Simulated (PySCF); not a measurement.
**Accurate constants of SiP+, step by step**

An exercise on one series of results from a longer session: the logs are not shown, and one member is left open.

Method: CCSD(T) on ROHF, no relativity in the base curves; scalar relativity is added as a correction; program: PySCF 2.14.0.

Set-up of the first run:

* molecule: SiP+
* state: triplet, unpaired electrons π ↑↑
* smaller basis: Si cc-pV(T+d)Z, P cc-pV(T+d)Z
* larger basis: Si cc-pV(Q+d)Z, P cc-pV(Q+d)Z
* frozen core orbitals: 10
* extrapolation: correlation as n⁻³ (n = 3, 4), Hartree–Fock as (n+1)·exp(−9√n)
* corrections: core–valence correlation, scalar relativity
* distances (Å): 1.9603, 2.0494, 2.1385, 2.2276, 2.3167, 2.4281, 2.5395
* masses (u): 27.9769, 30.9738
* dissociation limit: Si+ + P

Run with:

```bash
OMP_NUM_THREADS=4 python comp.py task.json out
```

One table of the session follows, with a row left open; its other results are not shown here.

Parts of the energy along the bond, in eV from Si+ + P:

```
 R (Å)  HF/CBS  CCSD corr.      (T)  core–valence  relativity
1.9603  -1.022      -1.163  -0.1221       -0.0383      0.0030
2.0494  -1.418      -1.164  -0.1310       -0.0257      0.0044
2.1385  -1.592      -1.170  -0.1412       -0.0162      0.0050
2.2276  -1.612      -1.177  -0.1521       -0.0091      0.0049
2.3167  -1.525      -1.185  -0.1632       -0.0040      0.0045
2.4281       ?           ?        ?             ?           ?
2.5395  -1.062      -1.198  -0.1866        0.0032      0.0028
```

Estimate the missing values for R (Å) = 2.4281.

Worked estimate for «HF/CBS». A straight line through the neighbours (2.3167, -1.525) and (2.5395, -1.062) gives -1.525 + (-1.062 + 1.525) × (2.4281 − 2.3167) / (2.5395 − 2.3167) = -1.293; a parabola fitted to 3 rows on both sides gives -1.337.

The run gave: HF/CBS: -1.322; CCSD corr.: -1.193; (T): -0.1761; core–valence: 0.0004; relativity: 0.0037. In «HF/CBS» the line misses by +0.029 and the parabola by -0.015.

Limits of these values: Spin–orbit coupling and excitations beyond (T) are left out.
